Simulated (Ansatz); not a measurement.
C₂H₆N−, SMILES `C[N-]C` at its PBE0-D4/def2-TZVPD geometry, where that method's forces vanish. The species carries charge -1 and has multiplicity 1.

```xyz
9

C     0.3419    1.0533   -0.2877
N    -0.7925    0.2337   -0.3707
C    -0.5000   -1.0067    0.2137
H     0.7111    1.2502    0.7680
H     0.1639    2.0445   -0.7350
H     1.2661    0.6409   -0.8027
H    -0.1913   -0.9579    1.3054
H    -1.3628   -1.6911    0.1743
H     0.3637   -1.5670   -0.2653
```

What forces (eV/Å) does r2SCAN-D4/def2-TZVPPD give on these atoms in Ansatz 0.2.0? (An estimate is asked.)

Computed: 
```
C1   0.011  0.105 -0.037
N2  -0.151  0.044 -0.070
C3  -0.068 -0.088  0.010
H4   0.032  0.005  0.075
H5   0.004  0.000  0.001
H6   0.068 -0.035 -0.028
H7   0.032  0.005  0.075
H8   0.003 -0.002  0.002
H9   0.068 -0.035 -0.028
```
